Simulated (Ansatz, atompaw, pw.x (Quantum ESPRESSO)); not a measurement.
# pw.x on diamond H: one setting changed

Potential: PAW, atompaw 4.2.0.5, PBEsol; core none, reference 1s1; waves: 1s (bound): rc 1.50 bohr; 1s channel at -0.05 Ry: rc 1.50 bohr; 2p channel at -0.05 Ry: rc 1.25 bohr; local part: bessel scheme, radius 1.40 bohr; core correction: none; augmentation: sinc compensation charge, radius 1.30 bohr; PAW radius 1.50 bohr; waves and projectors: custom rrkj vanderbiltortho.

The reference run (k-mesh 15³, cutoffs 40/400 Ry, Fermi–Dirac 0.01 Ry, mixing_beta 0.4, conv_thr 1e-9, no spin) gives 0.90 GPa at 3.355 Å³/atom, where all-electron LAPW gives -0.03 GPa. This run, with its own iteration cap, changes startingwfc to random.

```
&control
  calculation='scf', prefix='x', pseudo_dir='./', outdir='./tmp', tstress=.true., disk_io='none'
/
&system
  ibrav=0, nat=2, ntyp=1, ecutwfc=40, ecutrho=400, nbnd=8,
  occupations='smearing', smearing='fd', degauss=0.01
/
&electrons
  conv_thr=1e-09, mixing_beta=0.4, electron_maxstep=70, startingwfc='random'
/
ATOMIC_SPECIES
H 1.0 H.UPF
CELL_PARAMETERS angstrom
  0.00000000 1.49703116 1.49703116
  1.49703116 0.00000000 1.49703116
  1.49703116 1.49703116 0.00000000
ATOMIC_POSITIONS crystal
H 0.0000 0.0000 0.0000
H 0.2500 0.2500 0.2500
K_POINTS automatic
15 15 15 0 0 0
```

```bash
pw.x < H.scf.in > H.scf.out
```

Problem. How does the run end?

Solution. It converges in 5 iterations; the free energy moves by +0.0 meV/atom and the pressure by +0.00 GPa. The result is that of the reference run.

```
Message from routine setup:
     using ibrav=0 with symmetry is DISCOURAGED, use correct ibrav instead
     lattice parameter (alat)  =       4.0008  a.u.
     unit-cell volume          =      45.2813 (a.u.)^3
     number of electrons       =         2.00
     number of Kohn-Sham states=            8
     kinetic-energy cutoff     =      40.0000  Ry
     charge density cutoff     =     400.0000  Ry
     scf convergence threshold =      1.0E-09
     Exchange-correlation= SLA PW PSX PSC
     number of k points=   120  Fermi-Dirac smearing, width (Ry)=  0.0100
     iteration #  1     ecut=    40.00 Ry     beta= 0.40
     total energy              =      -2.20332819 Ry
     estimated scf accuracy    <       0.00530788 Ry
     iteration #  2     ecut=    40.00 Ry     beta= 0.40
     total energy              =      -2.20290903 Ry
     estimated scf accuracy    <       0.00181435 Ry
     iteration #  3     ecut=    40.00 Ry     beta= 0.40
     total energy              =      -2.20292404 Ry
     estimated scf accuracy    <       0.00000084 Ry
     iteration #  4     ecut=    40.00 Ry     beta= 0.40
     total energy              =      -2.20292422 Ry
     estimated scf accuracy    <       0.00000161 Ry
     iteration #  5     ecut=    40.00 Ry     beta= 0.40
     the Fermi energy is     2.8912 ev
!    total energy              =      -2.20292425 Ry
     estimated scf accuracy    <          1.3E-10 Ry
     smearing contrib. (-TS)   =      -0.00034670 Ry
     convergence has been achieved in   5 iterations
          total   stress  (Ry/bohr**3)                   (kbar)     P=        9.01
     Message from routine punch:
     Nothing written, as per user request (disk_io='none')
```

The run took about 3.2 s on one core of a shared host (Intel(R) Xeon(R) Platinum 8488C, 96 threads, 372 GiB, load 56).
